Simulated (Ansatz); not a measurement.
bcc Ta, treated with PBE (Ansatz, a program for electronic structure, PAW).

Numerical settings: plane-wave cutoff 520 eV, 28×28×28 k mesh, Fermi–Dirac smearing 0.057 eV (set by the program), scalar-relativistic PAW data made under PBE.

Computed at the level's own relaxed cell.

Elastic tensor (GPa, Voigt notation, ions relaxed):

```
  262.1   160.2   160.2     0.0     0.0     0.0
  160.2   262.1   160.2     0.0     0.0     0.0
  160.2   160.2   262.1     0.0     0.0     0.0
    0.0     0.0     0.0    73.4     0.0     0.0
    0.0     0.0     0.0     0.0    73.4     0.0
    0.0     0.0     0.0     0.0     0.0    73.4
```

Question: Work out the Voigt, Reuss and Hill averages of the bulk and shear moduli, Young's modulus and Poisson's ratio from the printed constants.

Answer: K_V = [C11 + C22 + C33 + 2(C12 + C13 + C23)]/9 = [786.3 + 2 × 480.6]/9 = 194.2 GPa. G_V = [786.3 − 480.6 + 3 × 220.2]/15 = 64.4 GPa. From the compliances S = C⁻¹, K_R = 194.2 and G_R = 62.4 GPa. Hill means: K = 194.2, G = 63.4 GPa. E = 9KG/(3K + G) = 172 GPa, ν = (3K − 2G)/(6K + 2G) = 0.35, K/G = 3.06.

Measured, for comparison: elastic constant C11 266 GPa, elastic constant C12 158 GPa, elastic constant C44 87.4 GPa (0 K, extrapolated to 0 K; zero-point effects included; as tabulated in Wang et al. (2022), arXiv:2209.12322). Computed (rounded) less measured: elastic constant C11 -2 %, elastic constant C12 +1 %, elastic constant C44 -16 %.

Note: shear constants of such metals converge slowly with the k mesh.

Spin–orbit coupling is not included.

The computed numbers hold no vibrational or temperature effects.
